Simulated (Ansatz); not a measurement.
Level of theory: Ansatz (a first-principles code) with r2SCAN-D4/def2-TZVP. No frequencies were computed at this level.

Ansatz 0.2 input:
```yaml
crystal:
  periodic: [false, false, false]
  atoms:
    - { symbol: C, position_ang: [0.0, 0.0, 0.0] }
    - { symbol: H, position_ang: [-0.589118, -0.741648, -0.52343] }
    - { symbol: H, position_ang: [-0.417751, 0.982593, -0.176285] }
    - { symbol: H, position_ang: [-0.012788, -0.212352, 1.061048] }
    - { symbol: H, position_ang: [1.019657, -0.028593, -0.361334] }
basis:
  gaussian: { orbitals: def2-tzvp }
hamiltonian:
  xc: r2scan
  dispersion: d4
relax:
  max_steps: 150
```

Output:

```
Functional definition: r2SCAN
356 factors; their error is unknown
mean field evaluation 1: about -1095.9120 eV, gradient 5.2e1 eV
mean field evaluation 2: about -1093.1651 eV, gradient 5.8e1 eV
mean field evaluation 4: about -1102.0495 eV, gradient 1.7e-1 eV
mean field evaluation 8: about -1102.0374 eV, gradient 2.6e-1 eV
mean field -1102.03744997 eV, -40.4991292987 hartree, gradient 9.3e-6 eV, S^2 0.000000; 0 other end points of the search recorded, 0 dependent functions left out
reference -1102.03745782 eV, -40.4991295870 hartree; 5, 5 occupied and 50, 50 virtual orbitals, 356 factors
relax step   1: F+E_penalty+E_count = -1102.04309399 eV  Δ(F+E_penalty+E_count) = +0.000e0 eV  max|allowed force component| = 2.359e-1 eV/Å  Δτ_max = 0.0000 Å  (23 SCF iters, accepted)
these checks for a lower state are left out or cut short: starts, cluster_reference, orbital_swaps, neighbouring_geometries, increment
356 factors; their error is unknown
mean field evaluation 16: about -1102.0522 eV, gradient 4.7e-1 eV
mean field -1102.04050582 eV, -40.4992415990 hartree, gradient 3.9e-6 eV, S^2 0.000000; 0 other end points of the search recorded, 0 dependent functions left out
reference -1102.04051368 eV, -40.4992418879 hartree; 5, 5 occupied and 50, 50 virtual orbitals, 356 factors
relax step   2: F+E_penalty+E_count = -1102.04615388 eV  Δ(F+E_penalty+E_count) = -3.060e-3 eV  max|allowed force component| = 6.373e-2 eV/Å  Δτ_max = 0.0050 Å  (25 SCF iters, accepted)
these checks for a lower state are left out or cut short: starts, cluster_reference, orbital_swaps, neighbouring_geometries, increment
356 factors; their error is unknown
mean field -1102.04074998 eV, -40.4992505718 hartree, gradient 3.9e-6 eV, S^2 0.000000; 0 other end points of the search recorded, 0 dependent functions left out
reference -1102.04075785 eV, -40.4992508609 hartree; 5, 5 occupied and 50, 50 virtual orbitals, 356 factors
relax step   3: F+E_penalty+E_count = -1102.04639956 eV  Δ(F+E_penalty+E_count) = -2.457e-4 eV  max|allowed force component| = 7.159e-4 eV/Å  Δτ_max = 0.0019 Å  (25 SCF iters, accepted)
356 factors; their error is unknown
mean field evaluation 32: about -1102.0527 eV, gradient 2.8e-1 eV
mean field -1102.04074998 eV, -40.4992505718 hartree, gradient 3.9e-6 eV, S^2 0.000000; 1 other end points of the search recorded, 0 dependent functions left out
reference -1102.04075785 eV, -40.4992508609 hartree; 5, 5 occupied and 50, 50 virtual orbitals, 356 factors
Total energy: -1102.04640742 eV, -40.4994584789 hartree
Atom 0 at    -0.000000     0.000000    -0.000000 Å, force    -0.000000     0.000000    -0.000000 eV/Å
Atom 1 at    -0.592870    -0.746371    -0.526763 Å, force    -0.000397    -0.000500    -0.000353 eV/Å
Atom 2 at    -0.420411     0.988850    -0.177408 Å, force    -0.000282     0.000663    -0.000119 eV/Å
Atom 3 at    -0.012869    -0.213704     1.067805 Å, force    -0.000009    -0.000143     0.000716 eV/Å
Atom 4 at     1.026151    -0.028775    -0.363635 Å, force     0.000688    -0.000019    -0.000244 eV/Å
Dipole moment:    -0.000000     0.000000    -0.000000 e Å
```

Cost: very roughly 1.8 core-seconds.
